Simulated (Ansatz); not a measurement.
Process, species as SMILES: [CH2]F (CH2-F) → C atom + F atom + 2 H atom
B3LYP-D3(BJ)/def2-TZVP geometries, fixed; electronic energies without zero-point terms.
Largest species:
```
C
F 1 1.3401
H 1 1.0804 2 114.92
H 1 1.0804 3 124.90 2 152.91
```
Charge 0, spin multiplicity 2.

Basis-set convergence of the atomisation energy at MP2 with Ansatz (an electronic-structure program). Cartesian d functions, on some or all atoms, in 6-31G*; all else is spherical. Cores are frozen. Open shells are unrestricted. No added dispersion term, no relativity. Functions are those of the species that has most. Reference: Hartree-Fock in cc-pVQZ plus the correlation part extrapolated as X^-3 from cc-pVTZ and cc-pVQZ, 319.21 kcal/mol, itself unsure by roughly 1.32 kcal/mol (a third of the extrapolation step and of the last Hartree-Fock step).

```json
[
 {"basis": "6-31G*", "functions": "34", "atomisation energy (kcal/mol)": "___"},
 {"basis": "6-311G**", "functions": "48", "atomisation energy (kcal/mol)": "297.47"},
 {"basis": "def2-SVPD", "functions": "59", "atomisation energy (kcal/mol)": "___"},
 {"basis": "aug-pcseg-1", "functions": "64", "atomisation energy (kcal/mol)": "303.50"},
 {"basis": "pcseg-2", "functions": "88", "atomisation energy (kcal/mol)": "___"},
 {"basis": "def2-TZVPD", "functions": "95", "atomisation energy (kcal/mol)": "308.87"},
 {"basis": "def2-TZVPPD", "functions": "111", "atomisation energy (kcal/mol)": "___"},
 {"basis": "def2-QZVPP", "functions": "174", "atomisation energy (kcal/mol)": "316.32"},
 {"basis": "def2-QZVPPD", "functions": "195", "atomisation energy (kcal/mol)": "316.51"}
]
```

**Question.** What belongs in the gaps?

**Answer.** 
- 6-31G*, atomisation energy (kcal/mol): 290.04
- def2-SVPD, atomisation energy (kcal/mol): 307.00
- pcseg-2, atomisation energy (kcal/mol): 313.14
- def2-TZVPPD, atomisation energy (kcal/mol): 312.47
